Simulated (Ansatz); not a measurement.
**Worked example: SiP⁺, quintet against SiP⁺, triplet**

Geometry (PBE0/def2-TZVP stationary point of a triplet), kept for both states (SiP⁺, triplet: Σ⁻; SiP⁺, quintet: Π):

```xyz
2

Si    0.0000    0.0000    0.0000
P     0.0000    0.0000    2.2166
```

Basis cc-pVTZ; Ansatz 0.2.0. Correlated methods freeze the noble-gas cores. Prefix R: restricted or restricted open-shell reference; prefix U: unrestricted.

Full CI isn't at hand for all of this; UCCSDT(Q) serves as the reference, and is uncertain by about the last step of the cluster series.

```tsv
level	E(SiP⁺, triplet) (hartree)	E(SiP⁺, quintet) (hartree)
UHF	-629.349154	-629.298758
UMP2	-629.509751	-629.442945
UCCSD(T)	-629.554591	-629.483267
PBE	-630.154429	-630.080911
B3LYP	-630.495551	-630.417873
UCCSDT(Q)	-629.557076	-629.485515
```

Problem. Give the vertical gap, SiP⁺ quintet less SiP⁺ triplet, at each level in eV (1 hartree = 27.2114 eV), and each error against UCCSDT(Q).

Solution. UCCSDT(Q): (-629.485515 − (-629.557076)) × 27.2114 = 1.947 eV (the reference)
B3LYP: (-630.417873 − (-630.495551)) × 27.2114 = 2.114 eV, error 0.167 eV
PBE: (-630.080911 − (-630.154429)) × 27.2114 = 2.001 eV, error 0.054 eV
UCCSD(T): (-629.483267 − (-629.554591)) × 27.2114 = 1.941 eV, error -0.006 eV
UMP2: (-629.442945 − (-629.509751)) × 27.2114 = 1.818 eV, error -0.129 eV
UHF: (-629.298758 − (-629.349154)) × 27.2114 = 1.371 eV, error -0.576 eV

Total energies of functionals can't be set beside those of wave-function methods, since they hold the core's correlation and their own absolute errors; only the differences compare.

Each level lands on the state that its own search finds. T1 diagnostics of restricted CCSD: 0.026 and 0.025.
